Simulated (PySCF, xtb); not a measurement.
methane cation (CH4), SMILES C (connectivity only; charge and spin as stated), charge +1, multiplicity 2.

Harmonic wavenumbers (cm⁻¹) from GFN2-xTB (xtb 6.7.1) at its own minimum, in rising order: 902, 902, 1103, 1115, 1373, 2621, 2799, 2799, 2806.

**Question.** What does PySCF with B3LYP-D3(BJ)/def2-TZVPD give at its own minimum? (Estimate from the structure and the level; the computed values follow.)

**Answer.** 351, 351, 1067, 1298, 1443, 2671, 2800, 2862, 2862. Paired by order, the mean absolute difference is 173 cm⁻¹ and the zero-point energies are 23.5 and 22.5 kcal/mol.
